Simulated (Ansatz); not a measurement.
Ansatz (an electronic-structure program) input:
A basis named .json is the Basis Set Exchange file of that set.

Ansatz 0.2 input:
```yaml
crystal:
  periodic: [false, false, false]
  atoms:
    - {symbol: C, position_ang: [-0.00000000, -0.00000000, -1.08079300]}
    - {symbol: S, position_ang: [0.00000000, 0.00000000, 0.40529737]}
basis:
  gaussian:
    orbitals: aug-cc-pV_T+d_Z.json
total_charge: 1
magnetization: {spin_polarized: true, initial_magnetization: 1}
correlation: {method: ccsd_t, electrons: outside_noble_gas}
```

Q: What final total energy does it print?

A: -435.28503 Eh (CCSD(T)/aug-cc-pV(T+d)Z). The basis has 101 functions.

The determinant is spin-contaminated: <S^2> is 1.46 against 0.75 for a pure state.
